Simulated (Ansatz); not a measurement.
# Si₂H₅+: functionals against CCSD(T) at one geometry

How do the functionals fare away from a minimum? The structure is a structure displaced at random from a GFN2-xTB minimum.

Method: single points in def2-TZVPP; program: Ansatz 0.2.0, Gaussian basis.

Correlated methods freeze the cores.

## 1. The system as given

SMILES `[SiH2+][SiH3]`, 7 atoms, charge 1, spin multiplicity 1.

Atoms are counted from 1 here; the program's logs count them from 0.

Bond lengths: Si1–Si2 2.363 Å, Si1–H3 1.261 Å, Si1–H4 1.492 Å, Si2–H5 1.429 Å, Si2–H6 1.526 Å, Si2–H7 1.451 Å. Angles: Si2–Si1–H3 130.7°, Si2–Si1–H4 125.7°, H3–Si1–H4 103.6°, Si1–Si2–H5 97.9°, Si1–Si2–H6 106.4°, Si1–Si2–H7 112.9°, H5–Si2–H6 109.8°, H5–Si2–H7 122.4°, H6–Si2–H7 106.4°.

Coordinates:

```
Si   -0.4529   -1.2009    0.0889
Si    0.3602    1.0125   -0.0610
H    -0.2658   -2.0875    0.9654
H    -1.2906   -1.8918   -0.9346
H    -0.3708    1.4112   -1.2226
H    -0.1724    1.7513    1.1636
H     1.8072    1.0889    0.0105
```

## 2. CCSD(T)/def2-TZVPP

The input, run/in.yaml:

```yaml
crystal:
  periodic: [false, false, false]
  atoms:
    - {symbol: Si, position_ang: [-0.452900, -1.200900, 0.088900]}
    - {symbol: Si, position_ang: [0.360200, 1.012500, -0.061000]}
    - {symbol: H, position_ang: [-0.265800, -2.087500, 0.965400]}
    - {symbol: H, position_ang: [-1.290600, -1.891800, -0.934600]}
    - {symbol: H, position_ang: [-0.370800, 1.411200, -1.222600]}
    - {symbol: H, position_ang: [-0.172400, 1.751300, 1.163600]}
    - {symbol: H, position_ang: [1.807200, 1.088900, 0.010500]}
basis:
  gaussian: {orbitals: def2-TZVPP}
total_charge: 1
correlation: {method: ccsd_t}
output: {forces: true}
```

The command line of these runs was not kept.

## 3. PBE0-D4/def2-TZVPP

Edit run/in.yaml of step 2 so:

```diff
@@ -13,3 +13,3 @@
 total_charge: 1
-correlation: {method: ccsd_t}
-output: {forces: true}
+hamiltonian: {xc: pbe0, dispersion: d4}
+output: {forces: true, orbitals: {seedname: orbitals}}
```

## 4. wB97M-V/def2-TZVPP

Edit run/in.yaml of step 3 so:

```diff
@@ -13,3 +13,3 @@
 total_charge: 1
-hamiltonian: {xc: pbe0, dispersion: d4}
-output: {forces: true, orbitals: {seedname: orbitals}}
+hamiltonian: {xc: {name: wB97M-V}}
+output: {forces: true}
```

## 5. r2SCAN-D4/def2-TZVPP

Edit run/in.yaml of step 4 so:

```diff
@@ -13,3 +13,3 @@
 total_charge: 1
-hamiltonian: {xc: {name: wB97M-V}}
+hamiltonian: {xc: r2scan, dispersion: d4}
 output: {forces: true}
```

## 6. PBE-D4/def2-TZVPP

Edit run/in.yaml of step 5 so:

```diff
@@ -13,3 +13,3 @@
 total_charge: 1
-hamiltonian: {xc: r2scan, dispersion: d4}
+hamiltonian: {xc: pbe, dispersion: d4}
 output: {forces: true}
```

## 7. revPBE-D4/def2-TZVPP

Edit run/in.yaml of step 6 so:

```diff
@@ -13,3 +13,3 @@
 total_charge: 1
-hamiltonian: {xc: pbe, dispersion: d4}
+hamiltonian: {xc: {name: revPBE}, dispersion: d4}
 output: {forces: true}
```

## 8. BHLYP-D4/def2-TZVPP

Edit run/in.yaml of step 7 so:

```diff
@@ -13,3 +13,3 @@
 total_charge: 1
-hamiltonian: {xc: {name: revPBE}, dispersion: d4}
+hamiltonian: {xc: {name: BHLYP}, dispersion: d4}
 output: {forces: true}
```

(Steps that only read results are left out.)

Before running it: what results should come out? Wanted: energy less free atoms, CCSD(T)/def2-TZVPP; RMS force component; RMS force error; HOMO and LUMO, PBE0-D4; T1 diagnostic.

The runs gave:

| quantity | value |
| --- | --- |
| energy less free atoms, CCSD(T)/def2-TZVPP | -238.3 kcal/mol |
| RMS force component | 1.990 to 2.092 eV/Å over the methods |
| RMS force error | PBE0-D4 0.106, wB97M-V 0.055, r2SCAN-D4 0.118, PBE-D4 0.213, revPBE-D4 0.205, BHLYP-D4 0.101 eV/Å |
| HOMO and LUMO, PBE0-D4 | -14.98 and -9.54 eV |
| T1 diagnostic | 0.014 |

What this shows: Against CCSD(T) the functionals' energies less atoms differ by -11.7 to +4.8 kcal/mol, PBE-D4 by +0.5 kcal/mol. The reference is not at the basis limit: in triple zeta CCSD(T) underbinds, which counts against methods that bind more; the gaps are no ranking. The forces of wB97M-V come nearest to CCSD(T), those of PBE-D4 are farthest. Frozen-core CCSD(T) forces in triple zeta carry basis errors of their own, and this is one geometry, so small gaps rank nothing.
